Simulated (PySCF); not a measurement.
**Aluminium: a sound run and one with changed settings**

Sound run: Al [Ne] 3s2 3p1, Al⁺ [Ne] 3s2. Calculation: PySCF 2.14, in x2c-TZVPall (5s5p2d1f, 37 functions); scalar relativity by spin-free X2C-1e. The sound run starts from symmetry-adapted Hartree-Fock orbitals and uses a fine grid where one is needed.

Changed run: 26 angular points. This setting is unsound on purpose.

| species | method | sound run (hartree) | changed run (hartree) | converged |
| --- | --- | --- | --- | --- |
| Al | UHF | -242.31006 | -242.31006 | yes |
| Al | M06-L | -242.78040 | -242.78128 | yes |
| Al | B3LYP | -242.82801 | -242.82797 | yes |
| Al⁺ | UHF | -242.10475 | -242.10475 | yes |
| Al⁺ | M06-L | -242.56705 | -242.56705 | yes |
| Al⁺ | B3LYP | -242.60738 | -242.60738 | yes |

Ionisation energy of Al:

```csv
method,sound run (eV),changed run (eV)
UHF,5.587,5.587
M06-L,5.805,5.829
B3LYP,6.004,6.002
```

A coarse angular grid integrates products of high-l functions wrongly, so density functionals can shift, and the SCF can exploit the error; Hartree-Fock and MP2 need no grid.

For comparison, NIST gives 5.986 eV between the lowest levels.
